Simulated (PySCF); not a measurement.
# Gas-phase XPS of BH2(SMe), computed

Compound: BH2(SMe), CH₅BS.
Geometry (PBE0-D3(BJ)/def2-SVP, Å), atoms numbered from 1 in this order:
```
atom  x, y, z in Å
B1     0.5857    1.0544   -1.0427
H2     1.5826    0.9261   -0.3752
H3     0.5220    1.7858   -1.9984
S4    -0.8825    0.1659   -0.6719
C5    -0.5026   -0.8298    0.7997
H6     0.5595   -0.7371    1.0593
H7    -0.7433   -1.8808    0.5898
H8    -1.1213   -0.4845    1.6393
```

Level of theory: PySCF, delta-SCF UKS SCAN, pcX-2 on the ionised atom, pcseg-1 elsewhere, spin-free X2C. Binding energies are ΔSCF values: E(core-ionised, relaxed orbitals) − E(ground state) at a fixed geometry, referred to the vacuum level.

**Question.** What binding energy does each computed site have?

**Answer.** 
```tsv
atom(s)	environment	level	binding energy (eV)	count
B1	boron bonded to S and 2 H	B 1s	195.77	1
C5	carbon bonded to S and 3 H	C 1s	291.55	1
S4	sulfur bonded to B and C	S 1s	2477.39	1
```

**Question.** Which effective nuclear charge Zeff reproduces each element's mean 1s value in the hydrogen-like formula E = 13.606 eV × Zeff²?

**Answer.** B (Z = 5): mean 195.8 eV, Zeff = 3.79, Z − Zeff = 1.21; C (Z = 6): mean 291.6 eV, Zeff = 4.63, Z − Zeff = 1.37; S (Z = 16): mean 2477.4 eV, Zeff = 13.49, Z − Zeff = 2.51. Means run over the listed sites, weighted by atom count.

Not every level is listed. The unrestricted hole states depart most from a pure doublet (⟨S²⟩ = 0.75; over 0.85 named) for B 1s of B1 (0.98), which makes this value less certain. Geometry: PBE0-D3(BJ)/def2-SVP, one conformer, isolated molecule.
